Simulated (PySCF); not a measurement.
Molecule (SMILES): CCl (CH3-Cl).
Geometry (B3LYP-D3(BJ)/def2-TZVP, fixed):
```
C
H 1 1.0858
H 1 1.0858 2 110.57
H 1 1.0858 2 110.57 3 -122.80
Cl 1 1.7944 2 108.35 3 118.60
```
Charge 0, spin multiplicity 1.

Basis-set convergence of the lowest singlet excitation energy at PBE0 with PySCF. Tamm-Dancoff approximation; the state is taken by its order, and sets in which it differs in degeneracy or brightness are left out, yet its character can still change. All functions are spherical. Density fitting with generated auxiliary sets. In sets without p functions on hydrogen, species with hydrogen take exact integrals. No added dispersion term, no relativity. Reference: the value in aug-pcseg-2, 7.012 eV, itself unsure by roughly 0.013 eV (its distance from aug-cc-pV(T+d)Z). Deviations are taken from unrounded values. Cost is core time over that of pcseg-1, rough, on shared machines of one kind; a dash marks a row that isn't timed (too short, read off another run, short of memory, by another algorithm or on other hardware).

```csv
basis,functions,cost
pcseg-0,28,-
pcseg-1,47,1×
aug-pcseg-1,77,2×
pcseg-2,106,3×
aug-pcseg-2,165,8×
pcseg-3,223,20×
```

**Question.** Which is the smallest pcseg set listed that can be trusted to 0.1 eV here, that is, within that of the reference together with its larger relatives (same family, alike in diffuse functions; a set with none to test it counts only in the reference's own line)?

**Answer.** The smallest set listed that lies within 0.1 eV of the reference with all its larger relatives (same family, alike in diffuse functions; a set with none counts only in the reference's own line) is aug-pcseg-1 (77 functions, 2× in cost, 0.060 eV off). Inside, with no larger relative to test it: pcseg-3. Value minus reference: pcseg-0 0.722, pcseg-1 0.449, aug-pcseg-1 0.060, pcseg-2 0.257, aug-pcseg-2 0.000, pcseg-3 0.068 eV.
